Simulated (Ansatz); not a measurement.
System: NH, net charge 0, triplet state. SMILES: [NH]
Structure (B3LYP-D3(BJ)/def2-TZVP (Ansatz, a quantum-chemistry and plane-wave program) minimum search):
```xyz
2

N      0.0000     0.0000    -0.1302
H      0.0000     0.0000     0.9116
```
Charge 0, spin multiplicity 3.

B3LYP/STO-3G beside other levels, property by property. Conventions: no spin-orbit coupling; atomisation electronic, to ground-state atoms; non-relativistic; 6-31G* and kin with 6d, 5d where marked; open shells spin-unrestricted; valence correlation only; 6-311+G** with 5d; each state is the SCF solution reached for its charge and spin. CBS(X,Y): correlation extrapolated as X^-3; Hartree-Fock from the larger set (for Q and 5 zeta extrapolated as (X+1)exp(-9√X)). First-principles rows: single points at B3LYP-D3(BJ) geometries (Ansatz), with unscaled harmonic terms from B3LYP/6-31G* at its own minima, enthalpies of formation by atomisation with measured atoms. Sets without +, aug- or the D of def2-TZVPD hold no diffuse functions, which anions need.

Measured values: G2/97 table in ASE (Curtiss et al.); they hold spin-orbit and core effects, anharmonicity. Coupled cluster (Ansatz) is a level with limits of its own, used here on species with T1 under 0.025 (0.045 for open shells) and stable references: (a) CCSD(T)/CBS(aug-cc-pVTZ,aug-cc-pVQZ); (b) CCSD(T)/CBS(cc-pVQZ,cc-pV5Z).

```csv
property,B3LYP/STO-3G (Ansatz),B3LYP/6-311+G** (Ansatz),MP2/6-31G* (Ansatz),wB97X-V/def2-TZVPD (Ansatz),to compare with
atomisation energy (kcal/mol),87.7,86.7,65.0,84.7,82.9 coupled cluster (b)
vertical electron affinity to the doublet (eV),-6.84,0.41,-1.73,0.07,0.33 coupled cluster (a)
enthalpy of formation at 298 K (kcal/mol),81.1,82.1,103.8,84.1,85.2 measured
```

As the rows show:
- atomisation energy: B3LYP/STO-3G lies 4.8 kcal/mol above coupled cluster.
- vertical electron affinity to the doublet: B3LYP/STO-3G lies 7.17 eV below coupled cluster.
- enthalpy of formation at 298 K: B3LYP/STO-3G lies 4.1 kcal/mol below the measured value.

The properties are those with a value to compare with, at most eight drawn at random. No case is left out for the size of its miss. Left out are saddle points of the reference geometry, anions that the best level run finds unbound, excited spin states, species near biochemistry, cases with under five habitual levels, runs that failed or whose electronic state is in doubt, and table entries that another table contradicts.
